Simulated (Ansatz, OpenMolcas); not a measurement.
# Worked example: the enthalpy of NClO + CH3F → NOF + CH3Cl

Species: NClO (nitrosyl chloride) `O=NCl`, singlet; CH3F (fluoromethane) `CF`, singlet; NOF (nitrosyl fluoride) `O=NF`, singlet; CH3Cl (chloromethane) `CCl`, singlet. The partners trade Cl for F: N–Cl and C–F bonds give way to N–F and C–Cl.

Shapes, held fixed at every level: PBE0-D4/def2-TZVP. Programs: OpenMolcas 26.06. The zero-point and thermal terms to 298 K, harmonic and unscaled (PBE0-D4/def2-TZVP), stand in the table.

At B2PLYP/STO-3G; 1 Eh = 2625.50 kJ/mol:

```
species  energy (Eh)  H(298 K) − E (kJ/mol)  tabulated ΔfH (kJ/mol)
   NClO  -582.984380                   28.8                   +52.5
   CH3F  -137.615132                  113.4                  -236.6
    NOF  -226.214175                   30.6                   -65.7
  CH3Cl  -494.375992                  109.7                   -82.6
```

**Question.** Work out the reaction enthalpy at 298 K from the calculation and from the table of heats.

**Answer.** 
1. Electronic: (-226.214175) + (-494.375992) − [(-582.984380) + (-137.615132)] = 0.009345 Eh = +24.5 kJ/mol.
2. Zero-point and thermal: (30.6) + (109.7) − [(28.8) + (113.4)] = -1.9 kJ/mol.
3. Computed ΔH = +22.6 kJ/mol.
4. From the heats of formation (Active Thermochemical Tables, NIST-JANAF tables): (-65.7) + (-82.6) − [(52.5) + (-236.6)] = +35.8 kJ/mol.
5. Computed less tabulated: -13.2 kJ/mol. Tabulated heats carry uncertainties of their own. The tabulated value of NOF is in doubt (older tables, estimates, or at odds with other calculations) and kept here.
